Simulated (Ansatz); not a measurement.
This geometry of CH5B + ClH (9 atoms, charge 0, multiplicity 1) is a first-order saddle point.

Method: RKS B3LYP/6-31G* in Ansatz.

```xyz
9
Properties=species:S:1:pos:R:3
B -0.017 -0.256 0.266
C -0.008 0.048 1.938
H -0.942 -0.047 2.500
H 0.837 -0.300 2.539
H 0.149 1.123 1.764
H 1.065 -0.169 -0.212
H -1.012 0.126 -0.254
Cl -0.328 -2.443 0.323
H -0.179 -1.270 1.295
```

Problem. Which two structures does it join? (They come from a converged band through this point; their orientation in space is the band's.)

Solution. Bonds broken: B1–C2, Cl8–H9. Bonds formed: B1–Cl8, C2–H9. CH5B + ClH becomes BClH2 + CH4.

Image 0:

```xyz
9
Properties=species:S:1:pos:R:3
B 0.030 0.195 0.289
C 0.064 0.436 1.836
H -0.872 0.208 2.359
H 0.905 -0.035 2.356
H 0.213 1.526 1.951
H 1.044 0.034 -0.327
H -0.994 0.297 -0.325
Cl -0.359 -2.870 0.369
H -0.464 -2.978 1.651
```

Image 8:

```xyz
9
Properties=species:S:1:pos:R:3
B -0.088 -0.709 -0.904
C -0.002 0.055 2.763
H -0.876 0.362 3.343
H 0.888 0.082 3.398
H 0.133 0.740 1.921
H 1.018 -0.274 -0.881
H -1.067 -0.034 -0.873
Cl -0.289 -2.447 -1.002
H -0.152 -0.963 2.393
```

Problem. How far does it lie above each of them?

Solution. 17.4 kcal/mol above the first and 45.6 kcal/mol above the second. This is the barrier of this one path; another mechanism may lie lower. The orbitals stay closed-shell, which can raise the energy where a bond breaks towards radicals; this wasn't checked here.

The run took 6.6 min on 1 thread of Intel(R) Xeon(R) Platinum 8375C CPU @ 2.90GHz (Ice Lake) (shared host), peak memory 0.13 GiB.
